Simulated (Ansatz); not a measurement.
Two shapes of singlet NH3.

Shape 1:

```xyz
4

N    -0.0005   -0.0215    0.0765
H     0.9472    0.0340   -0.2489
H    -0.5057    0.8251   -0.2544
H    -0.4459   -0.8553   -0.2864
```

Shape 2:

```xyz
4

N    -0.0103   -0.0549    0.1702
H     0.9664    0.0333   -0.3470
H    -0.4493    0.8402   -0.1732
H    -0.4852   -0.8413   -0.1955
```

Basis set: 6-31G (spherical functions). Frozen core: 1 orbital. Charge 0, multiplicity 1.

Computed with Ansatz (development build ahead of 0.2.0); each method stands on the lowest determinant of its kind that the runs found.

(1) Which shape is lower in energy, and by how much in each method?

Results:

(1)

```tsv
method	E(2) − E(1) (eV)
RHF	0.355
RHF-MP2	0.263
```

Shape 1 is lower.
